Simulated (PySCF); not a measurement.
## Electron affinity of Si by level of theory

Si⁻ [Ne] 3s2 3p3 (4S) → Si [Ne] 3s2 3p2 (3P), as a difference of total energies. All numbers are calculated (PySCF 2.14, scalar relativity by spin-free X2C-1e, in aug-cc-pCVTZ-DK). Correlated levels: valence: [Ne] frozen. The calculations carry no spin-orbit coupling.

```csv
method,electron affinity (eV),plus first-order spin-orbit estimate,error of that sum (eV)
UHF,0.845,0.829,-0.561
MP2 (valence),1.380,1.364,-0.026
SCS-MP2 (valence),1.199,1.183,-0.207
CCSD (valence),1.320,1.304,-0.086
CCSD(T) (valence),1.380,1.364,-0.026
```

Reference: 1.390 eV (measured; photodetachment measurements, as compiled on the Wikipedia data page of electron affinities).

A first-order spin-orbit estimate (lowest level to lowest level, LS coupling) adds -0.016 eV.

Errors of the correlated levels include the incompleteness of this basis and the frozen core.
